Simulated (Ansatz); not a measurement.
Basis sets over 7 cases of the lowest harmonic wavenumber at PBE with Ansatz (Al to Cl present), each against its own reference: (a) the value in aug-pcseg-2; (b) the value in def2-QZVPPD; (c) the value in pcseg-3. By their distance from other large sets or by the extrapolation step the references are unsure by up to roughly 3 cm⁻¹ and lie short of the limit. Each level at its own minimum, unscaled; unrestricted open shells; no added dispersion term; no relativity. Cartesian d functions in some cases of 6-31G*. (X+d) sets on Al to Cl for cc-pVXZ and aug-cc-pVXZ. 

Cases are drawn at random; left out are references unsure by over 6.7 cm⁻¹, runs with very soft modes, doubtful singlets, and cases whose largest runs show a restricted determinant unstable towards unrestricted orbitals, <S^2> over 0.1 too high or, where CCSD(T) ran, T1 over 0.025 (0.045 for open shells). Sets are drawn from those converged to one state in every case.

Cases (SMILES) and reference values:
- [SiH]=O (O-SiH), doublet: 589 cm⁻¹ (c)
- Cl[CH2] (CH2-Cl), doublet: 245 cm⁻¹ (a)
- [B](Cl)Cl, doublet: 275 cm⁻¹ (a)
- ClC (CH3-Cl): 713 cm⁻¹ (a)
- [SiH4] (SiH4): 869 cm⁻¹ (a)
- [PH2] (PH2), doublet: 1077 cm⁻¹ (b)
- [Al]([Cl])[Cl], doublet: 138 cm⁻¹ (a)

```tsv
basis	functions over def2-SVP (largest species, mean of cases)	mean signed deviation (cm⁻¹)	mean absolute	largest	within 20 cm⁻¹
6-31G	0.6	-38	38	68	3 of 7
pcseg-0	0.6	-41	50	125	2 of 7
def2-SV(P)	0.9	-8	20	88	5 of 7
6-31G*	0.9	-13	27	136	5 of 7
cc-pVDZ	1.2	-19	22	120	6 of 7
def2-SVPD	1.5	-9	9	25	6 of 7
aug-pcseg-1	1.6	-29	29	170	6 of 7
def2-TZVP	1.9	0	2	7	7 of 7
6-311++G(2d,2p)	2.0	-5	6	22	6 of 7
def2-TZVPD	2.4	-1	1	4	7 of 7
def2-TZVPP	2.4	1	1	3	7 of 7
jun-cc-pV(T+d)Z	2.7	-1	1	5	7 of 7
6-311++G(3df,3pd)	2.9	0	2	6	7 of 7
aug-cc-pVTZ	3.4	-2	2	5	7 of 7
```

Among the sets for which every case ran a larger relative (same family, alike in diffuse functions, listed or not), the smallest listed that holds all cases within 20 cm⁻¹ together with them is def2-TZVP, at 1.9 times the functions of def2-SVP. Inside, though some case ran no larger relative to test it: def2-TZVPP, 6-311++G(3df,3pd), aug-cc-pVTZ. Largest deviations of relatives not listed, over the cases that ran them: def2-QZVPPD 0, def2-TZVPPD 5, def2-QZVP 0, def2-QZVPP 0 cm⁻¹. A case lies within its reference's uncertainty of the window's edge in 6-31G, def2-SV(P), def2-SVPD, 6-311++G(2d,2p). These figures hold for the cases listed.

Ansatz is an electronic-structure program.
